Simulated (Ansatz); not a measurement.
Correlation energies of ozone (`O=[O+][O-]`) by basis set

Cartesian coordinates in Å:
```
O -1.0566 0.0189 0.2420
O 0.1633 -0.1592 0.3560
O 0.8933 0.1403 -0.5980
```

Charge 0, multiplicity 1. The geometry is a stationary point of PBE0-D4/def2-TZVP. Frozen core, restricted reference, Ansatz. CBS rows extrapolate triple and quadruple zeta.

| basis | HF (Eh) | MP2 corr. | CCSD corr. | (T) | CCSD(T) total |
| --- | --- | --- | --- | --- | --- |
| def2-SVP | -224.06902 | -0.61850 | -0.59947 | -0.03020 | -224.69869 |
| def2-TZVPP | -224.36279 | -0.76085 | -0.73306 | -0.04354 | -225.13939 |
| def2-QZVPP | -224.37329 | -0.81608 | -0.78098 | -0.04770 | -225.20197 |
| CBS(def2) | -224.37474 | -0.85699 | -0.81648 | -0.05079 | -225.24201 |
| cc-pV(D+d)Z | -224.27574 | -0.61940 | -0.59994 | -0.02999 | -224.90567 |
| cc-pV(T+d)Z | -224.35114 | -0.76373 | -0.73518 | -0.04374 | -225.13006 |
| cc-pV(Q+d)Z | -224.36955 | -0.81832 | -0.78318 | -0.04767 | -225.20040 |
| CBS(cc) | -224.37510 | -0.85719 | -0.81736 | -0.05046 | -225.24292 |
